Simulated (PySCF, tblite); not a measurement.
# C3H5FOS: dynamics, then NMR shifts and electronic excitations on frames, part 2 of 2

tblite 0.8.0 and PySCF 2.14.0. Atoms count from 0. The steps go on from the part before.

### Step 7. Shielding tensors: 625 fs, PBE0/pcSseg-1

Job settings and geometry (Å):

```
{"job": {"kind": "nmr", "xc": "PBE0", "basis": "pcSseg-1", "pop": false}, "charge": 0, "multiplicity": 1}
O      1.277800     0.634500     1.818600
S      1.270700     0.351000     0.408800
C     -0.315700    -0.481700    -0.140100
C      0.403300    -1.581600    -0.829400
C      1.711500    -1.549600     0.025900
F      1.654300    -2.320200     1.164400
H     -0.844400     0.221700    -0.941400
H     -1.181000    -0.788000     0.386100
H      0.066700    -2.587000    -0.821300
H      0.761000    -1.241500    -1.876100
H      2.533000    -2.032600    -0.566400
```

Level: GIAO PBE0/pcSseg-1 NMR shielding, non-relativistic, gas phase.

The program printed:

```text
coarse grid: 10160 points
cycle   1  E = -689.7244917164  dE =  1.068e+00  |g| = 9.785e-01  |ddm| = 3.188e+00
cycle   2  E = -688.4962591613  dE =  1.228e+00  |g| = 2.577e+00  |ddm| = 3.803e+00
cycle   3  E = -689.8867647093  dE = -1.391e+00  |g| = 3.074e-01  |ddm| = 3.317e+00
cycle   4  E = -689.9023200606  dE = -1.556e-02  |g| = 1.726e-01  |ddm| = 4.835e-01
cycle   5  E = -689.9081602771  dE = -5.840e-03  |g| = 2.138e-02  |ddm| = 1.661e-01
cycle   6  E = -689.9082542285  dE = -9.395e-05  |g| = 8.349e-03  |ddm| = 2.661e-02
cycle   7  E = -689.9082686134  dE = -1.438e-05  |g| = 2.056e-03  |ddm| = 7.411e-03
cycle   8  E = -689.9082696019  dE = -9.885e-07  |g| = 5.464e-04  |ddm| = 3.156e-03
final grid: 95048 points
cycle   9  E = -689.9642385892  dE = -1.672e-05  |g| = 1.041e-02  |ddm| = 2.201e-02
cycle  10  E = -689.9641640807  dE =  7.451e-05  |g| = 2.128e-02  |ddm| = 3.183e-02
cycle  11  E = -689.9642614191  dE = -9.734e-05  |g| = 2.262e-03  |ddm| = 2.285e-02
cycle  12  E = -689.9642623873  dE = -9.682e-07  |g| = 3.021e-04  |ddm| = 1.876e-03
cycle  13  E = -689.9642624075  dE = -2.020e-08  |g| = 8.260e-05  |ddm| = 3.667e-04
cycle  14  E = -689.9642624086  dE = -1.078e-09  |g| = 3.483e-05  |ddm| = 9.278e-05
cycle  15  E = -689.9642624088  dE = -2.674e-10  |g| = 7.151e-06  |ddm| = 4.058e-05
converged SCF energy = -689.9642624088

GIAO shielding tensors (ppm)
atom      isotropic    diamagn.    paramagn.     s11        s22        s33       span
  0 O      158.645     393.157    -234.513   -150.754    136.789    489.898    640.652
  1 S       45.479    1048.083   -1002.604   -121.108     67.136    190.409    311.517
  2 C      134.757     250.093    -115.336    104.034    110.764    189.472     85.438
  3 C      152.991     250.285     -97.294    139.436    148.201    171.335     31.899
  4 C       62.908     250.358    -187.450     37.431     65.012     86.280     48.850
  5 F      351.210     471.270    -120.059    305.359    323.358    424.914    119.555
  6 H       26.780      28.271      -1.492     24.017     25.217     31.105      7.088
  7 H       27.966      30.600      -2.634     25.703     26.729     31.464      5.762
  8 H       29.644      29.332       0.312     26.197     27.464     35.270      9.072
  9 H       27.836      28.189      -0.353     24.653     26.970     31.884      7.230
 10 H       25.244      28.511      -3.268     20.861     26.775     28.095      7.234
```

Run time: 9.2 s. Hardware: 1 thread of Arm Neoverse V2, shared host; peak memory 0.66 GiB.

Key values: δ C4 124.0, C2 52.2, C3 33.9, O0 177.4, H10 6.47, H6 4.94 ppm.

### Step 8. Excited states and response: 625 fs, PBE0/def2-SVPD

Same as in step 7 but for these lines:

```diff
@@ -1,2 +1,2 @@
-{"job": {"kind": "nmr", "xc": "PBE0", "basis": "pcSseg-1", "pop": false}, "charge": 0, "multiplicity": 1}
+{"job": {"kind": "uv", "xc": "PBE0", "basis": "def2-SVPD", "nstates": 5, "ntriplets": 0}, "charge": 0, "multiplicity": 1}
 O      1.277800     0.634500     1.818600
```

Method: TDDFT PBE0/def2-SVPD, vertical, gas phase, core orbitals frozen in the response.

The program printed:

```text
coarse grid: 10160 points
cycle   1  E = -689.4456020554  dE =  1.009e+00  |g| = 9.134e-01  |ddm| = 4.401e+00
cycle   2  E = -688.3241004253  dE =  1.122e+00  |g| = 2.449e+00  |ddm| = 3.535e+00
cycle   3  E = -689.6016149575  dE = -1.278e+00  |g| = 2.579e-01  |ddm| = 2.889e+00
cycle   4  E = -689.6118884055  dE = -1.027e-02  |g| = 1.590e-01  |ddm| = 5.032e-01
cycle   5  E = -689.6172735782  dE = -5.385e-03  |g| = 1.998e-02  |ddm| = 2.121e-01
cycle   6  E = -689.6173606591  dE = -8.708e-05  |g| = 7.340e-03  |ddm| = 4.380e-02
cycle   7  E = -689.6173716285  dE = -1.097e-05  |g| = 1.797e-03  |ddm| = 1.014e-02
cycle   8  E = -689.6173724472  dE = -8.187e-07  |g| = 5.109e-04  |ddm| = 4.625e-03
final grid: 95048 points
cycle   9  E = -689.7001652219  dE = -1.364e-05  |g| = 9.898e-03  |ddm| = 6.475e-02
cycle  10  E = -689.7000981059  dE =  6.712e-05  |g| = 1.986e-02  |ddm| = 3.475e-02
cycle  11  E = -689.7001870505  dE = -8.894e-05  |g| = 2.387e-03  |ddm| = 2.472e-02
cycle  12  E = -689.7001882038  dE = -1.153e-06  |g| = 3.039e-04  |ddm| = 2.590e-03
cycle  13  E = -689.7001882236  dE = -1.985e-08  |g| = 8.480e-05  |ddm| = 6.804e-04
cycle  14  E = -689.7001882250  dE = -1.335e-09  |g| = 3.444e-05  |ddm| = 1.740e-04
cycle  15  E = -689.7001882253  dE = -2.802e-10  |g| = 8.861e-06  |ddm| = 6.090e-05
converged SCF energy = -689.7001882253

Static polarisability (au): isotropic 61.678, principal 51.503 62.361 71.171

Singlet excitations
state   eV       nm        f      main configurations
  1   4.9856    248.7   0.01997   H->L 0.92
  2   5.3459    231.9   0.00600   H->L+1 0.90
  3   6.1370    202.0   0.02504   H->L+3 0.71, H->L+2 0.18
  4   6.1521    201.5   0.00561   H->L+2 0.76, H->L+3 0.12, H-1->L 0.10
  5   6.5306    189.9   0.00023   H-1->L+1 0.94
```

It took 15 s on 1 thread of Arm Neoverse V2, shared host; peak memory 0.73 GiB.

This run: HOMO -7.06 eV, LUMO -0.55 eV; lowest singlet 4.99 eV.

### Step 9. Nuclear shieldings: 800 fs, PBE0/pcSseg-1

Job settings and geometry (Å):

```
{"job": {"kind": "nmr", "xc": "PBE0", "basis": "pcSseg-1", "pop": false}, "charge": 0, "multiplicity": 1}
O      0.341700     0.605500     1.666400
S      0.546300     0.875800     0.232500
C     -0.684600    -0.248300    -0.614200
C      0.408100    -1.269400    -0.990600
C      1.554300    -0.622200    -0.218900
F      2.187100    -1.321600     0.790300
H     -1.186900     0.351000    -1.399600
H     -1.316800    -0.700000     0.131900
H      0.216500    -2.313300    -0.529900
H      0.693500    -1.342400    -2.111700
H      2.433600    -0.417700    -0.948000
```

Method: GIAO PBE0/pcSseg-1 NMR shielding, non-relativistic, gas phase.

The program printed:

```text
coarse grid: 10160 points
cycle   1  E = -689.7296706614  dE =  1.026e+00  |g| = 9.972e-01  |ddm| = 3.147e+00
cycle   2  E = -688.2648522504  dE =  1.465e+00  |g| = 2.748e+00  |ddm| = 3.966e+00
cycle   3  E = -689.9046478064  dE = -1.640e+00  |g| = 2.866e-01  |ddm| = 3.486e+00
cycle   4  E = -689.9153764984  dE = -1.073e-02  |g| = 1.934e-01  |ddm| = 4.067e-01
cycle   5  E = -689.9223385325  dE = -6.962e-03  |g| = 2.180e-02  |ddm| = 1.590e-01
cycle   6  E = -689.9224377582  dE = -9.923e-05  |g| = 8.678e-03  |ddm| = 2.674e-02
cycle   7  E = -689.9224532197  dE = -1.546e-05  |g| = 2.420e-03  |ddm| = 7.902e-03
cycle   8  E = -689.9224546381  dE = -1.418e-06  |g| = 5.776e-04  |ddm| = 3.299e-03
final grid: 95048 points
cycle   9  E = -689.9783811164  dE = -1.364e-05  |g| = 1.029e-02  |ddm| = 2.322e-02
cycle  10  E = -689.9783188489  dE =  6.227e-05  |g| = 2.004e-02  |ddm| = 2.692e-02
cycle  11  E = -689.9784031853  dE = -8.434e-05  |g| = 2.142e-03  |ddm| = 1.857e-02
cycle  12  E = -689.9784040838  dE = -8.985e-07  |g| = 2.805e-04  |ddm| = 1.912e-03
cycle  13  E = -689.9784041003  dE = -1.642e-08  |g| = 9.221e-05  |ddm| = 3.333e-04
cycle  14  E = -689.9784041017  dE = -1.462e-09  |g| = 3.476e-05  |ddm| = 9.407e-05
cycle  15  E = -689.9784041020  dE = -2.326e-10  |g| = 8.350e-06  |ddm| = 3.713e-05
converged SCF energy = -689.9784041020

GIAO shielding tensors (ppm)
atom      isotropic    diamagn.    paramagn.     s11        s22        s33       span
  0 O      226.914     395.660    -168.747   -128.221    267.159    541.804    670.025
  1 S       84.491    1051.009    -966.519    -47.892    105.657    195.707    243.598
  2 C      128.667     253.491    -124.824     70.602    133.095    182.304    111.703
  3 C      142.155     249.457    -107.302    114.572    142.241    169.652     55.080
  4 C       88.155     246.858    -158.703     54.848     83.157    126.460     71.612
  5 F      345.206     470.257    -125.052    261.018    357.669    416.930    155.912
  6 H       27.534      29.266      -1.732     25.473     26.321     30.807      5.334
  7 H       28.623      30.518      -1.895     25.817     27.210     32.843      7.026
  8 H       26.482      26.820      -0.338     23.437     24.777     31.233      7.796
  9 H       26.631      27.142      -0.511     23.901     25.654     30.338      6.437
 10 H       25.279      27.941      -2.661     20.867     26.265     28.707      7.840
```

Run time: 9.1 s. Hardware: 1 thread of Arm Neoverse V2, shared host; peak memory 0.66 GiB.

This run: δ C4 98.8, C2 58.3, C3 44.8, O0 109.2, H10 6.44, H8 5.23 ppm.

### Step 10. Excited states and response: 800 fs, PBE0/def2-SVPD

Same as in step 9 but for these lines:

```diff
@@ -1,2 +1,2 @@
-{"job": {"kind": "nmr", "xc": "PBE0", "basis": "pcSseg-1", "pop": false}, "charge": 0, "multiplicity": 1}
+{"job": {"kind": "uv", "xc": "PBE0", "basis": "def2-SVPD", "nstates": 5, "ntriplets": 0}, "charge": 0, "multiplicity": 1}
 O      0.341700     0.605500     1.666400
```

Method: TDDFT PBE0/def2-SVPD, vertical, gas phase, core orbitals frozen in the response.

The program printed:

```text
coarse grid: 10160 points
cycle   1  E = -689.4517134806  dE =  9.670e-01  |g| = 9.337e-01  |ddm| = 4.454e+00
cycle   2  E = -688.1058705233  dE =  1.346e+00  |g| = 2.625e+00  |ddm| = 4.409e+00
cycle   3  E = -689.6203686138  dE = -1.514e+00  |g| = 2.397e-01  |ddm| = 3.547e+00
cycle   4  E = -689.6268219303  dE = -6.453e-03  |g| = 1.766e-01  |ddm| = 4.883e-01
cycle   5  E = -689.6331285462  dE = -6.307e-03  |g| = 1.977e-02  |ddm| = 2.138e-01
cycle   6  E = -689.6332153139  dE = -8.677e-05  |g| = 7.222e-03  |ddm| = 3.980e-02
cycle   7  E = -689.6332259887  dE = -1.067e-05  |g| = 2.065e-03  |ddm| = 1.046e-02
cycle   8  E = -689.6332270920  dE = -1.103e-06  |g| = 5.019e-04  |ddm| = 4.638e-03
final grid: 95048 points
cycle   9  E = -689.7158944875  dE = -1.164e-05  |g| = 9.730e-03  |ddm| = 6.142e-02
cycle  10  E = -689.7158388817  dE =  5.561e-05  |g| = 1.861e-02  |ddm| = 3.416e-02
cycle  11  E = -689.7159154384  dE = -7.656e-05  |g| = 2.278e-03  |ddm| = 2.403e-02
cycle  12  E = -689.7159165259  dE = -1.088e-06  |g| = 3.056e-04  |ddm| = 2.893e-03
cycle  13  E = -689.7159165458  dE = -1.991e-08  |g| = 9.144e-05  |ddm| = 6.361e-04
cycle  14  E = -689.7159165474  dE = -1.642e-09  |g| = 3.489e-05  |ddm| = 1.710e-04
cycle  15  E = -689.7159165477  dE = -2.542e-10  |g| = 1.038e-05  |ddm| = 6.518e-05
converged SCF energy = -689.7159165477

Static polarisability (au): isotropic 60.596, principal 53.560 60.774 67.454

Singlet excitations
state   eV       nm        f      main configurations
  1   4.6098    269.0   0.00765   H->L 0.98
  2   5.0627    244.9   0.01398   H->L+1 0.96
  3   5.4890    225.9   0.00260   H-1->L 0.86, H-1->L+1 0.12
  4   5.9900    207.0   0.02961   H->L+2 0.96
  5   6.2314    199.0   0.03282   H-1->L+1 0.69, H->L+3 0.15, H-1->L 0.08
```

Wall time 15 s (1 thread of Arm Neoverse V2, shared host); peak memory 0.73 GiB.

Key values: HOMO -6.97 eV, LUMO -0.72 eV; lowest singlet 4.61 eV.

### Step 11. NMR shieldings: 1000 fs, PBE0/pcSseg-1

Job settings and geometry (Å):

```
{"job": {"kind": "nmr", "xc": "PBE0", "basis": "pcSseg-1", "pop": false}, "charge": 0, "multiplicity": 1}
O      0.111100     0.496700     1.464900
S     -0.047200     0.860300    -0.004900
C     -0.924200    -0.722000    -0.675900
C      0.320500    -1.469000    -0.867900
C      1.252100    -0.288800    -0.886200
F      2.463600    -0.387900    -0.270200
H     -1.408800    -0.396400    -1.569800
H     -1.569000    -1.149700     0.044900
H      0.554700    -2.130400    -0.065600
H      0.234400    -2.131600    -1.746400
H      1.447600     0.004000    -1.912100
```

Method: GIAO PBE0/pcSseg-1 NMR shielding, non-relativistic, gas phase.

The program printed:

```text
coarse grid: 10160 points
cycle   1  E = -689.7356884686  dE =  1.087e+00  |g| = 1.007e+00  |ddm| = 3.166e+00
cycle   2  E = -687.7883561073  dE =  1.947e+00  |g| = 3.023e+00  |ddm| = 4.551e+00
cycle   3  E = -689.9086878265  dE = -2.120e+00  |g| = 3.551e-01  |ddm| = 4.116e+00
cycle   4  E = -689.9274221018  dE = -1.873e-02  |g| = 2.172e-01  |ddm| = 5.325e-01
cycle   5  E = -689.9366967914  dE = -9.275e-03  |g| = 2.726e-02  |ddm| = 2.013e-01
cycle   6  E = -689.9368541069  dE = -1.573e-04  |g| = 1.110e-02  |ddm| = 3.452e-02
cycle   7  E = -689.9368836579  dE = -2.955e-05  |g| = 2.921e-03  |ddm| = 1.211e-02
cycle   8  E = -689.9368851315  dE = -1.474e-06  |g| = 9.718e-04  |ddm| = 2.806e-03
final grid: 95048 points
cycle   9  E = -689.9916376684  dE = -9.994e-06  |g| = 1.344e-02  |ddm| = 2.660e-02
cycle  10  E = -689.9915117757  dE =  1.259e-04  |g| = 2.738e-02  |ddm| = 3.835e-02
cycle  11  E = -689.9916760524  dE = -1.643e-04  |g| = 3.446e-03  |ddm| = 2.823e-02
cycle  12  E = -689.9916783926  dE = -2.340e-06  |g| = 3.032e-04  |ddm| = 2.855e-03
cycle  13  E = -689.9916784143  dE = -2.171e-08  |g| = 1.040e-04  |ddm| = 4.427e-04
cycle  14  E = -689.9916784163  dE = -1.934e-09  |g| = 3.379e-05  |ddm| = 8.698e-05
cycle  15  E = -689.9916784165  dE = -2.537e-10  |g| = 8.278e-06  |ddm| = 4.282e-05
converged SCF energy = -689.9916784165

GIAO shielding tensors (ppm)
atom      isotropic    diamagn.    paramagn.     s11        s22        s33       span
  0 O      213.700     396.360    -182.660   -118.713    276.182    483.630    602.343
  1 S       21.969    1050.811   -1028.842   -163.144     62.194    166.856    329.999
  2 C      139.457     254.006    -114.549     85.998    144.332    188.042    102.044
  3 C      155.332     251.014     -95.682    124.407    152.358    189.232     64.825
  4 C       86.048     245.994    -159.946     58.052     77.850    122.241     64.189
  5 F      348.627     469.770    -121.143    253.030    377.997    414.853    161.823
  6 H       29.441      31.312      -1.871     26.466     28.281     33.576      7.111
  7 H       29.787      31.001      -1.215     26.467     27.821     35.071      8.604
  8 H       28.223      30.421      -2.198     26.282     26.620     31.768      5.487
  9 H       28.251      28.232       0.019     24.276     26.629     33.848      9.571
 10 H       26.368      29.777      -3.409     22.914     27.519     28.670      5.756
```

Wall time 9.1 s (1 thread of Arm Neoverse V2, shared host); peak memory 0.66 GiB.

In short: δ C4 100.9, C2 47.5, C3 31.6, O0 122.4, H10 5.35, H8 3.49 ppm.

### Step 12. Ultraviolet spectrum: 1000 fs, PBE0/def2-SVPD

Same as in step 11 but for these lines:

```diff
@@ -1,2 +1,2 @@
-{"job": {"kind": "nmr", "xc": "PBE0", "basis": "pcSseg-1", "pop": false}, "charge": 0, "multiplicity": 1}
+{"job": {"kind": "uv", "xc": "PBE0", "basis": "def2-SVPD", "nstates": 5, "ntriplets": 0}, "charge": 0, "multiplicity": 1}
 O      0.111100     0.496700     1.464900
```

Level: TDDFT PBE0/def2-SVPD, vertical, gas phase, core orbitals frozen in the response.

The program printed:

```text
coarse grid: 10160 points
cycle   1  E = -689.4570004936  dE =  1.026e+00  |g| = 9.439e-01  |ddm| = 4.746e+00
cycle   2  E = -687.6903241246  dE =  1.767e+00  |g| = 2.888e+00  |ddm| = 6.252e+00
cycle   3  E = -689.6256564359  dE = -1.935e+00  |g| = 2.993e-01  |ddm| = 5.326e+00
cycle   4  E = -689.6376556666  dE = -1.200e-02  |g| = 1.999e-01  |ddm| = 6.985e-01
cycle   5  E = -689.6462129414  dE = -8.557e-03  |g| = 2.343e-02  |ddm| = 2.932e-01
cycle   6  E = -689.6463454696  dE = -1.325e-04  |g| = 8.233e-03  |ddm| = 5.102e-02
cycle   7  E = -689.6463624262  dE = -1.696e-05  |g| = 2.050e-03  |ddm| = 1.297e-02
cycle   8  E = -689.6463632912  dE = -8.650e-07  |g| = 6.208e-04  |ddm| = 4.021e-03
final grid: 95048 points
cycle   9  E = -689.7277677754  dE = -1.204e-05  |g| = 1.215e-02  |ddm| = 9.173e-02
cycle  10  E = -689.7276638014  dE =  1.040e-04  |g| = 2.441e-02  |ddm| = 5.541e-02
cycle  11  E = -689.7278007431  dE = -1.369e-04  |g| = 3.294e-03  |ddm| = 4.116e-02
cycle  12  E = -689.7278030107  dE = -2.268e-06  |g| = 3.101e-04  |ddm| = 4.235e-03
cycle  13  E = -689.7278030348  dE = -2.408e-08  |g| = 8.476e-05  |ddm| = 1.172e-03
cycle  14  E = -689.7278030362  dE = -1.341e-09  |g| = 3.544e-05  |ddm| = 1.880e-04
cycle  15  E = -689.7278030365  dE = -2.815e-10  |g| = 9.247e-06  |ddm| = 7.880e-05
converged SCF energy = -689.7278030365

Static polarisability (au): isotropic 60.132, principal 52.526 58.857 69.014

Singlet excitations
state   eV       nm        f      main configurations
  1   4.5911    270.1   0.01753   H->L 0.98
  2   5.1748    239.6   0.00119   H->L+1 0.85, H-1->L 0.13
  3   5.6050    221.2   0.03366   H-1->L 0.60, H-1->L+1 0.21, H->L+1 0.09
  4   5.7466    215.8   0.01149   H-1->L+1 0.76, H-1->L 0.15
  5   6.2840    197.3   0.04643   H->L+2 0.94
```

It took 14 s on 1 thread of Arm Neoverse V2, shared host; peak memory 0.73 GiB.

This run: HOMO -7.09 eV, LUMO -0.95 eV; lowest singlet 4.59 eV.

### Step 13. Run by run: NMR shifts

Shifts (ppm) of some atoms, chosen among heavy atoms and hydrogens apart, with basis size and wall time:

| frame | C4 | C2 | C3 | H7 | H8 | O0 | S1 | functions | time |
| --- | --- | --- | --- | --- | --- | --- | --- | --- | --- |
| 250 fs | 116.3 | 55.7 | 27.8 | 3.45 | 3.16 | 164.4 | 399 | 134 | 13 s |
| 425 fs | 102.7 | 67.0 | 30.2 | 5.70 | 3.45 | 130.9 | 422 | 134 | 9.3 s |
| 625 fs | 124.0 | 52.2 | 33.9 | 3.75 | 2.07 | 177.4 | 458 | 134 | 9.2 s |
| 800 fs | 98.8 | 58.3 | 44.8 | 3.09 | 5.23 | 109.2 | 419 | 134 | 9.1 s |
| 1000 fs | 100.9 | 47.5 | 31.6 | 1.93 | 3.49 | 122.4 | 482 | 134 | 9.1 s |

### Step 14. Side by side: electronic excitations

Excitations and ground-state properties, with basis size and wall time:

| frame | lowest singlet (eV) | brightest (eV) | f | gap (eV) | α (Å³) | μ (D) | functions | time |
| --- | --- | --- | --- | --- | --- | --- | --- | --- |
| 250 fs | 5.11 | 6.94 | 0.038 | 6.66 | 8.88 | 4.60 | 173 | 18 s |
| 425 fs | 5.01 | 6.08 | 0.030 | 6.52 | 8.90 | 4.37 | 173 | 15 s |
| 625 fs | 4.99 | 6.14 | 0.025 | 6.51 | 9.14 | 4.47 | 173 | 15 s |
| 800 fs | 4.61 | 6.23 | 0.033 | 6.25 | 8.98 | 4.79 | 173 | 15 s |
| 1000 fs | 4.59 | 6.28 | 0.046 | 6.13 | 8.91 | 4.94 | 173 | 14 s |

### Step 15. What came out

The summary covers parts 1 to 2.

| quantity | value |
| --- | --- |
| thermostat | 600 K |
| mean temperature, second half | 653 K |
| mean potential energy above the minimum | 0.75 eV |
| 13C shifts against TMS (PBE0/pcSseg-1, 250 fs) | 116.3, 55.7, 27.8 ppm |
| 1H shifts against TMS (PBE0/pcSseg-1, 250 fs) | 5.89, 3.45, 3.30, 3.16, 3.06 ppm |
| 17O shifts against H2O (PBE0/pcSseg-1, 250 fs) | 164.4 ppm |
| 33S shifts against CS2 (PBE0/pcSseg-1, 250 fs) | 399 ppm |
| 19F shifts against CFCl3 (PBE0/pcSseg-1, 250 fs) | -190.5 ppm |
| surface potential, 1st and 99th percentile | -1.83 V and 1.42 V |
| lowest singlet (PBE0/def2-SVPD, 250 fs) | 5.11 eV (243 nm), f = 0.014 |
| brightest single state of those computed | state 5, 6.94 eV, f = 0.038 |
| range of the shift of S1 | 399 to 482 ppm |
| range of the lowest singlet | 4.59 to 5.11 eV |

In words: In the second half the potential energy averages 0.75 eV above the minimum; equipartition over 27 harmonic modes at 600 K would give 0.70 eV. With 11 atoms the temperature swings widely (220 to 934 K). Shifts at one fixed geometry are not the observed spectrum, which averages over the motion. In the first frame run (250 fs): Shielding is most anisotropic at O0 (span 564 ppm, paramagnetic term -222 ppm). The first singlet state (HOMO→LUMO 0.96) lies at 5.11 eV and is weak; of the 5 states computed, the strongest absorption comes from state 5 at 6.94 eV (the last computed, so partners may be missing). Across the 5 runs the shift of S1 moves most, between 399 (250 fs) and 482 ppm (1000 fs). The lowest singlet runs from 4.59 eV (1000 fs) to 5.11 eV (250 fs), while the orbital gap spans 6.13 to 6.66 eV. The lowest state need not be the same one in every run.
